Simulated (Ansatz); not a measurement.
**Worked example: HOB, triplet against HOB, singlet**

Geometry (PBE0/def2-TZVP stationary point of a singlet), kept for both states (HOB, singlet: Σ⁺; HOB, triplet: Π):

```xyz
3

B     0.0000    0.0000    1.1655
O     0.0000    0.0000   -0.1066
H     0.0000    0.0000   -1.0588
```

Basis cc-pVDZ; Ansatz 0.2.0. Only valence electrons are correlated (noble-gas cores frozen). Prefix R: restricted or restricted open-shell reference; prefix U: unrestricted.

Full CI isn't at hand for all of this; UCCSDT(Q) serves as the reference, and is uncertain by the last step of the cluster series or more.

```json
{"level": "UHF", "E(HOB, singlet) (hartree)": "-100.100223", "E(HOB, triplet) (hartree)": "-99.994106"}
{"level": "UMP2", "E(HOB, singlet) (hartree)": "-100.350458", "E(HOB, triplet) (hartree)": "-100.217240"}
{"level": "UCCSD(T)", "E(HOB, singlet) (hartree)": "-100.376008", "E(HOB, triplet) (hartree)": "-100.233087"}
{"level": "PBE", "E(HOB, singlet) (hartree)": "-100.507036", "E(HOB, triplet) (hartree)": "-100.375676"}
{"level": "PBE0", "E(HOB, singlet) (hartree)": "-100.512148", "E(HOB, triplet) (hartree)": "-100.383110"}
{"level": "UCCSDT(Q)", "E(HOB, singlet) (hartree)": "-100.377261", "E(HOB, triplet) (hartree)": "-100.234111"}
```

Problem. Give the vertical gap, HOB triplet less HOB singlet, at each level in eV (1 hartree = 27.2114 eV), and each error against UCCSDT(Q).

Solution. UCCSDT(Q): (-100.234111 − (-100.377261)) × 27.2114 = 3.895 eV (the reference)
PBE0: (-100.383110 − (-100.512148)) × 27.2114 = 3.511 eV, error -0.384 eV
PBE: (-100.375676 − (-100.507036)) × 27.2114 = 3.574 eV, error -0.321 eV
UCCSD(T): (-100.233087 − (-100.376008)) × 27.2114 = 3.889 eV, error -0.006 eV
UMP2: (-100.217240 − (-100.350458)) × 27.2114 = 3.625 eV, error -0.270 eV
UHF: (-99.994106 − (-100.100223)) × 27.2114 = 2.888 eV, error -1.007 eV

Total energies of functionals can't be set beside those of wave-function methods, since they hold the core's correlation and their own absolute errors; only the differences compare.

In so small a basis the reference is far from its limit while semilocal and hybrid functionals are nearer theirs, so the functionals' errors here hold much of the reference's basis and frozen-core error, which can add to them or hide them.

Each level lands on the state that its own search finds. T1 diagnostics of restricted CCSD: 0.017 and 0.021.
